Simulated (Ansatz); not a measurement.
C2H5ClO2 can be A, `COC(O)Cl`, or B, `CC(O)(O)Cl`.

Gas-phase electronic energies from Ansatz, PBE0-D4/def2-TZVP geometries. CBS: MP2 limit from def2 TZ/QZ plus the TZ coupled-cluster correction, frozen cores. Functionals use def2-TZVPP. B3LYP here is the variant with VWN-RPA as its local correlation; programs differ in this. One conformer a species, not always the lowest.

Question: Which isomer does CCSD(T)/CBS put lower? Give the gap. (Best estimate.)

Answer: Ansatz gave: B, by 15.7 kcal/mol.

Question: Give E(B) − E(A) in kcal/mol with B3LYP, PBE0-D4, HF/def2-TZVPP, BLYP-D4, CCSD(T)/def2-SVP, PBE-D4, ωB97M-V. (Best estimate.)

Answer: The calculation gave: B3LYP -12.8, PBE0-D4 -14.7, HF/def2-TZVPP -12.4, BLYP-D4 -12.8, CCSD(T)/def2-SVP -15.4, PBE-D4 -14.1, ωB97M-V -15.2. None reverses the order clearly.

Question: Does the order hold for the free energy at 298.15 K (harmonic terms from PBE0-D4)? (Estimate.)

Answer: Ansatz gave: Yes: G(B) − G(A) = -15.7 kcal/mol, for one conformer each.

Largest T1 diagnostic: 0.011.

From BLYP to BHLYP (50 % exact exchange), in def2-TZVPP and without D4, E(B) − E(A) moves by −1.4 kcal/mol. In def2-TZVPP, CCSD(T) changes the Hartree–Fock value by −2.5 kcal/mol (the triples alone add −0.2 kcal/mol) and MP2 by −3.7 kcal/mol.
